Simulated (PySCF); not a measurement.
**AlO⁻ at PBE0**

Level: PBE0. PySCF, no relativity, basis sets Al aug-cc-pV(D+d)Z, O aug-cc-pVDZ.

```json
{
  "state": "¹Σ⁺ (singlet), closed shell",
  "bond length": "1.645 Å",
  "harmonic wavenumber": "960 cm⁻¹",
  "force constant": "5.45 mdyn/Å",
  "rotational constant Be": "0.6205 cm⁻¹",
  "anharmonicity ωexe": "4.77 cm⁻¹",
  "vibration–rotation constant αe": "0.00481 cm⁻¹",
  "well depth De to Al + O⁻": "581 kJ/mol",
  "dissociation energy D0": "575 kJ/mol",
  "HOMO–LUMO gap": "3.75 eV",
  "bond order (Mayer)": "1.28",
  "dipole moment (positive dipole points towards O; it is taken about the centre of mass and depends on that origin)": "-1.26 D"
}
```

For an ion De counts to the pair picked by the measured ionisation energies or electron affinities, which need not be the lowest pair at this level.
